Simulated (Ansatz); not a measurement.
## Ansatz (development build ahead of 0.2.0) run

```yaml
crystal:
  periodic: [false, false, false]
  atoms:
    - { symbol: Na, position_ang: [-0.00247, 0.00234, -1.42914] }
    - { symbol: Cl, position_ang: [-0.00797, -0.00118, 0.91273] }
basis:
  gaussian: { orbitals: STO-3G }
hamiltonian:
  xc: hf
correlation:
  method: mp2
  frozen_orbitals: { Cl: 5, Na: 1 }
```

The input is written out in the form of the current development build from the run's settings.

Results

```json
{"Converged": "yes", "Reference energy": "-614.52522 hartree", "Correlation energy": "-0.04177 hartree", "Total energy": "-614.56699 hartree", "Spin squared of the determinant": "0.000"}
```
